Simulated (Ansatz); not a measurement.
# AlH3S2: the cost of one run

Method: RKS PBE0-D4/def2-TZVP; program: Ansatz 0.2.0, Gaussian basis.

Levels to be run: relaxation at PBE0-D4/def2-TZVP.

1 further run of the same task is left out (set aside as unsound or not needed).

## 1. The system as given

SMILES `[SH][AlH][SH]`, 6 atoms, charge 0, spin multiplicity 1.

Atoms are counted from 1 here; the program's logs count them from 0.

Bond lengths: S1–Al2 2.185 Å, S1–H4 1.333 Å, Al2–S3 2.184 Å, Al2–H5 1.529 Å, S3–H6 1.332 Å. Angles: Al2–S1–H4 90.5°, S1–Al2–S3 124.4°, S1–Al2–H5 117.8°, S3–Al2–H5 117.8°, Al2–S3–H6 90.7°.

As a file:

```
S    -1.52205    0.98048   -1.19502
Al    0.03043    0.01817    0.00328
S    -0.34378   -1.54189    1.48582
H    -0.60385    1.72923   -1.80623
H     1.47632    0.47159   -0.20432
H     0.96293   -1.65758    1.71645
```

The start is a GFN2-xTB geometry.

## 2. Optimising with PBE0-D4/def2-TZVP

in.yaml reads:

```yaml
crystal:
  periodic: [false, false, false]
  atoms:
    - {symbol: S, position_ang: [-1.522050, 0.980480, -1.195020]}
    - {symbol: Al, position_ang: [0.030430, 0.018170, 0.003280]}
    - {symbol: S, position_ang: [-0.343780, -1.541890, 1.485820]}
    - {symbol: H, position_ang: [-0.603850, 1.729230, -1.806230]}
    - {symbol: H, position_ang: [1.476320, 0.471590, -0.204320]}
    - {symbol: H, position_ang: [0.962930, -1.657580, 1.716450]}
basis:
  gaussian: {orbitals: def2-TZVP}
hamiltonian: {xc: pbe0, dispersion: d4}
relax: {f_tol: 0.005, max_steps: 150}
```

Started as:

```bash
> ansatz run in.yaml --threads 2 --pin off --events-out ev --progress --plain --max-ram 32768MiB --backend cpu
```

**Question.** How long does this run take on 2 threads of AMD EPYC 7R13, shared host, and how much memory does it need?

About 26 s, with a peak of 0.26 GiB.
